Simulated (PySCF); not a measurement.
## Atomic charges against the basis set

Species: epifluorohydrin, C3H5FO.
SMILES with atom numbers: `[F:1][CH2:2][C@@H:3]1[CH2:4][O:5]1` (hydrogens: H6, H7 on C2; H8 on C3; H9, H10 on C4)

Geometry (PBE0-D3(BJ)/def2-SVP, Å), atoms numbered from 1 in this order:
```xyz
10
C3H5FO angstrom
F      1.7059    0.0413    1.0765
C      1.2021    0.0347   -0.1974
C     -0.2165    0.5259   -0.1890
C     -1.3366   -0.4034   -0.0529
O     -0.9913    0.1518   -1.3038
H      1.2339   -0.9893   -0.6058
H      1.8315    0.6821   -0.8316
H     -0.3510    1.5613    0.1543
H     -1.1345   -1.4757    0.0669
H     -2.2794   -0.0511    0.3828
```

PBE0 throughout (PySCF), one geometry, spherical d and f functions. Geometry: PBE0-D3(BJ)/def2-SVP, one conformer, isolated molecule. The first 7 of 10 kinds of atom are listed.

Mulliken charges (e):

```
        basis  functions      F1      C2      C3      C4      O5      H6      H7
       STO-3G         30  -0.109  -0.042  -0.016  -0.092  -0.181  +0.082  +0.083
        6-31G         55  -0.338  +0.019  -0.015  -0.129  -0.461  +0.170  +0.176
     pcSseg-0         55  -0.388  -0.006  -0.101  -0.117  -0.608  +0.229  +0.241
       6-31G*         80  -0.336  +0.025  +0.021  -0.149  -0.443  +0.163  +0.166
      cc-pVDZ         95  -0.240  +0.263  -0.077  +0.104  -0.269  +0.031  +0.042
     def2-SVP         95  -0.277  +0.332  -0.087  +0.125  -0.336  +0.024  +0.040
  aug-cc-pVDZ        160  -0.449  +0.718  +0.868  +0.953  -0.630  -0.198  -0.110
6-311+G(2d,p)        165  -0.252  -0.150  +0.147  -0.088  -0.311  +0.140  +0.147
    def2-TZVP        185  -0.224  +0.013  +0.027  -0.063  -0.310  +0.105  +0.104
      cc-pVTZ        220  -0.222  +0.147   0.000  -0.036  -0.273  +0.051  +0.055
     IGLO-III        225  -0.270  -0.002  +0.098  -0.073  -0.274  +0.109  +0.115
```

IAO charges (e):

| basis | functions | F1 | C2 | C3 | C4 | O5 | H6 | H7 |
| --- | --- | --- | --- | --- | --- | --- | --- | --- |
| STO-3G | 30 | -0.136 | -0.105 | -0.051 | -0.157 | -0.206 | +0.126 | +0.129 |
| 6-31G | 55 | -0.301 | -0.002 | +0.024 | -0.116 | -0.378 | +0.150 | +0.154 |
| pcSseg-0 | 55 | -0.291 | -0.001 | +0.020 | -0.102 | -0.382 | +0.146 | +0.151 |
| 6-31G* | 80 | -0.310 | +0.035 | +0.050 | -0.085 | -0.392 | +0.137 | +0.139 |
| cc-pVDZ | 95 | -0.312 | +0.033 | +0.050 | -0.087 | -0.387 | +0.138 | +0.140 |
| def2-SVP | 95 | -0.313 | +0.038 | +0.054 | -0.078 | -0.392 | +0.136 | +0.138 |
| aug-cc-pVDZ | 160 | -0.328 | +0.033 | +0.053 | -0.088 | -0.408 | +0.145 | +0.146 |
| 6-311+G(2d,p) | 165 | -0.329 | +0.032 | +0.052 | -0.088 | -0.410 | +0.146 | +0.147 |
| def2-TZVP | 185 | -0.327 | +0.036 | +0.053 | -0.087 | -0.407 | +0.144 | +0.145 |
| cc-pVTZ | 220 | -0.325 | +0.034 | +0.052 | -0.089 | -0.404 | +0.144 | +0.145 |
| IGLO-III | 225 | -0.329 | +0.033 | +0.052 | -0.088 | -0.410 | +0.146 | +0.147 |

Hirshfeld charges (e):

| basis | functions | F1 | C2 | C3 | C4 | O5 | H6 | H7 |
| --- | --- | --- | --- | --- | --- | --- | --- | --- |
| STO-3G | 30 | -0.079 | +0.063 | +0.029 | +0.011 | -0.126 | +0.014 | +0.014 |
| 6-31G | 55 | -0.134 | +0.038 | +0.024 | -0.006 | -0.182 | +0.046 | +0.049 |
| pcSseg-0 | 55 | -0.127 | +0.035 | +0.025 | -0.008 | -0.169 | +0.043 | +0.047 |
| 6-31G* | 80 | -0.123 | +0.034 | +0.022 | -0.008 | -0.170 | +0.044 | +0.045 |
| cc-pVDZ | 95 | -0.111 | +0.022 | +0.015 | -0.016 | -0.146 | +0.043 | +0.045 |
| def2-SVP | 95 | -0.117 | +0.024 | +0.018 | -0.014 | -0.155 | +0.045 | +0.047 |
| aug-cc-pVDZ | 160 | -0.120 | +0.016 | +0.006 | -0.021 | -0.158 | +0.051 | +0.053 |
| 6-311+G(2d,p) | 165 | -0.124 | +0.021 | +0.007 | -0.016 | -0.163 | +0.051 | +0.052 |
| def2-TZVP | 185 | -0.120 | +0.018 | +0.009 | -0.019 | -0.158 | +0.049 | +0.051 |
| cc-pVTZ | 220 | -0.117 | +0.017 | +0.010 | -0.020 | -0.154 | +0.048 | +0.050 |
| IGLO-III | 225 | -0.120 | +0.016 | +0.007 | -0.021 | -0.158 | +0.051 | +0.053 |

Q: Which scheme is steadiest as the basis changes?

A: Largest range over the bases for any column: Hirshfeld 0.06 e, IAO 0.20 e, Mulliken 1.10 e. Hirshfeld charges move least and Mulliken charges most, counted in e. Without the minimal STO-3G basis the ranges are Hirshfeld 0.04, IAO 0.04, Mulliken 1.10 e.

Q: How much do the charges still move between the two largest bases, cc-pVTZ and IGLO-III?

A: At most, over all atoms: Mulliken 0.148 e, IAO 0.006 e, Hirshfeld 0.004 e.

Q: What do the same runs give for the total energy, the frontier levels and the dipole moment?

A: 
```
        basis  energy (Eh)  HOMO (eV)  LUMO (eV)  μ (D)
       STO-3G    -288.1504      -4.66       6.29   0.38
        6-31G    -291.9224      -8.00       2.22   0.65
     pcSseg-0    -291.3142      -8.20       2.07   0.71
       6-31G*    -292.0144      -7.91       2.46   0.56
      cc-pVDZ    -292.0373      -7.94       2.07   0.50
     def2-SVP    -291.8035      -8.06       2.02   0.53
  aug-cc-pVDZ    -292.0650      -8.24       0.06   0.52
6-311+G(2d,p)    -292.1162      -8.27       0.45   0.54
    def2-TZVP    -292.1441      -8.23       1.44   0.52
      cc-pVTZ    -292.1315      -8.17       1.44   0.52
     IGLO-III    -292.1487      -8.25       0.92   0.52
```

The dipole is fixed by the density alone, so its range of 0.33 D shows that the density itself changes with the basis, not only its division among atoms.
